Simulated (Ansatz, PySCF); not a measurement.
Bond stretch in CS₂, SMILES S=C=S. The C1–S3 bond (C1 also carries S; S3 carries nothing else) is varied alone, starting from the PBE0/def2-TZVP optimised geometry.

Methods: RKS-PBE = restricted PBE/cc-pVDZ in Ansatz (a program for electronic structure); UKS-PBE = unrestricted PBE/cc-pVDZ (Ansatz); RKS-CAM-B3LYP = restricted CAM-B3LYP/cc-pVDZ (PySCF); UCCSD(T) = CCSD(T) on UHF/cc-pVDZ, 11 core orbitals frozen in PySCF.

Energies relative to the lowest point of each curve near equilibrium, in kcal/mol; the last columns give the difference from UCCSD(T):

```csv
R / Å,RKS-PBE,UKS-PBE,RKS-CAM-B3LYP,UCCSD(T),RKS-PBE − UCCSD(T),UKS-PBE − UCCSD(T),RKS-CAM-B3LYP − UCCSD(T)
1.23,134.4,134.4,126.6,138.7,-4.3,-4.3,-12.1
1.30,74.0,74.0,68.0,76.8,-2.7,-2.7,-8.8
1.40,24.7,24.7,21.2,26.0,-1.3,-1.3,-4.9
1.46,9.6,9.6,7.4,10.3,-0.7,-0.7,-2.9
1.49,5.0,5.0,3.4,5.4,-0.5,-0.5,-2.0
1.55,0.3,0.3,0.0,0.4,-0.2,-0.2,-0.4
1.60,0.0,0.0,0.7,0.0,0.0,0.0,0.7
1.64,1.6,1.6,3.1,1.5,0.1,0.1,1.6
1.69,5.3,5.3,7.6,5.1,0.2,0.2,2.5
1.81,19.2,19.2,23.3,18.8,0.4,0.4,4.4
1.94,38.0,38.0,43.3,37.4,0.7,0.7,5.9
2.08,58.9,58.9,64.4,57.5,1.4,1.4,6.9
2.34,92.8,92.8,95.7,89.3,3.5,3.5,6.4
2.57,115.1,111.3,113.6,101.3,13.8,10.0,12.2
2.75,127.7,117.7,122.5,101.5,26.2,16.2,21.1
3.06,141.8,122.5,132.0,100.4,41.3,22.1,31.6
3.44,150.6,125.2,138.0,100.0,50.6,25.1,38.0
3.75,154.3,126.3,140.5,100.1,54.2,26.2,40.4
4.21,157.2,127.2,142.3,100.4,56.8,26.8,41.9
4.66,158.5,127.6,143.0,100.7,57.9,27.0,42.4
5.41,159.4,127.9,143.5,100.8,58.6,27.1,42.6
```

RKS-PBE is furthest from UCCSD(T) at 5.41 (58.6 kcal/mol, above); its mean absolute difference over the points is 17.9 kcal/mol.

UKS-PBE is furthest from UCCSD(T) at 5.41 (27.1 kcal/mol, above); its mean absolute difference over the points is 9.3 kcal/mol.

RKS-CAM-B3LYP is furthest from UCCSD(T) at 5.41 (42.6 kcal/mol, above); its mean absolute difference over the points is 15.7 kcal/mol.

The restricted form behind RKS-PBE, RKS-CAM-B3LYP keeps the bonding electrons paired and can't separate into open-shell fragments. The unrestricted determinant behind UKS-PBE is spin-contaminated at 2.57 to 5.41 Å (<S²> up to 1.0, against 0.00 for a pure singlet). The unrestricted determinant behind UCCSD(T) is spin-contaminated at 2.34 to 5.41 Å (<S²> up to 1.0, against 0.00 for a pure singlet).
